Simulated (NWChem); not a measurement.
# CS; SMILES [C-]#[S+]

```xyz
2

C      0.0000     0.0000    -1.1122
S      0.0000     0.0000     0.4171
```
Atoms are numbered in this order, from 1.

Results from NWChem. The geometry was optimised at PBE0-D3(BJ)/def2-TZVP.

For level B97-2/def2-SVP:

| Property | Result |
|---|---|
| highest occupied level (eV) | -8.55 |
| orbital gap (eV) | 6.33 |

Task: How do the values read with level N12/def2-SVP instead?

Result: The highest occupied level (eV) is -7.15. The orbital gap (eV) is 4.24.
